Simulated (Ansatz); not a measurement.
**Worked example: C2H3F3O → COF2 + CH3F**

Species: C2H3F3O `FCOC(F)F`, singlet; COF2 (carbonyl fluoride) `O=C(F)F`, singlet; CH3F `CF`, singlet. 

Shapes, held fixed at every level: PBE0-D4/def2-TZVP. Flexible molecules stand in one conformer, not always the lowest. Programs: Ansatz 0.2.0. The zero-point and thermal change to 298 K, harmonic and unscaled (PBE0-D4/def2-TZVP), is -10.7 kJ/mol.

At CCSD(T)/CBS estimate; 1 Eh = 2625.50 kJ/mol:

```
species  energy (Eh)
C2H3F3O  -452.446380
   COF2  -312.802821
   CH3F  -139.634611
```

**Question.** Work out ΔH(298 K) of the reaction at this level.

**Answer.** 
1. Products less reactants: (-312.802821) + (-139.634611) − [(-452.446380)] = 0.008948 Eh = +23.5 kJ/mol.
2. With the thermal change: +23.5 + (-10.7) = +12.8 kJ/mol.

Other levels give +1.7 (PBE-D4/def2-TZVPP) to +18.8 kJ/mol (r2SCAN0-D4/def2-TZVPP). No measured value is set beside it here. The CBS estimate extrapolates MP2 from def2-TZVPP and def2-QZVPP and adds CCSD(T) − MP2 in the triple-zeta set, cores frozen.
